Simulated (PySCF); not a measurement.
Compound: silyl cyanide, CH₃NSi.
Numbering: `[N:1]#[C:2][SiH3:3]` (hydrogens: H4, H5, H6 on Si3)

The calculation used core-valence-separated Tamm–Dancoff BHandHLYP/aug-pcX-1 (pcseg-1 on H, def2-SVPD on Si) in PySCF, non-relativistic, gas phase, PBE0-D3(BJ)/def2-SVP geometry. BHandHLYP without relativity tends to put these K edges a few eV too low, so spacings mean more than positions.

Problem. What does the C 1s absorption edge look like?

Solution. 
| E (eV) | f | core hole on | main final orbital | polarisation |
| --- | --- | --- | --- | --- |
| 283.05 | 0.1006 | C2 | LUMO/LUMO+1 (2 roots, f summed) | across the triple bond |
| 286.34 | 0.0146 | C2 | LUMO+3 (83 %) | along the triple bond |
| 286.83 | 0.0000 | C2 | LUMO+2 (90 %) | – |
| 287.63 | 0.0285 | C2 | LUMO+4/LUMO+5 (2 roots, f summed) | across the triple bond |

The first line with a tenth or more of the strongest one's intensity is at 283.05 eV (f = 0.101, sum of 2), with the hole on C2 (cyano carbon), polarised across the triple bond: a 1s→π* resonance. It is also the strongest listed.

Problem. What does the N 1s absorption edge look like?

Solution. 
```tsv
E (eV)	f	core hole on	main final orbital	polarisation
396.75	0.1257	N1	LUMO/LUMO+1 (2 roots, f summed)	across the triple bond
401.44	0.0000	N1	LUMO+2 (76 %)	–
401.99	0.0032	N1	LUMO+3 (93 %)	along the triple bond
402.65	0.0036	N1	LUMO+6 (76 %)	along the triple bond
402.76	0.0002	N1	LUMO+4/LUMO+5 (2 roots, f summed)	–
```

The first line with a tenth or more of the strongest one's intensity is at 396.75 eV (f = 0.126, sum of 2), with the hole on N1 (cyano nitrogen), polarised across the triple bond: a 1s→π* resonance. It is also the strongest listed.

Roots within 0.03 eV whose holes lie on the same, on equivalent or on shared atoms are summed into one line, and the highest roots are left out, as the search may have cut off their partners. Final orbitals are the ground state's empty Kohn–Sham orbitals. A dash: too weak, shared between unlike atoms, or no plane or axis to refer to.

Problem. What are the wavelength and the wavenumber of the 286.34 eV line?

Solution. λ = 12398.42 eV Å/286.34 eV = 43.300 Å; 2.3095 × 10⁶ cm⁻¹.

The list ends where the root search ended, not at a threshold.
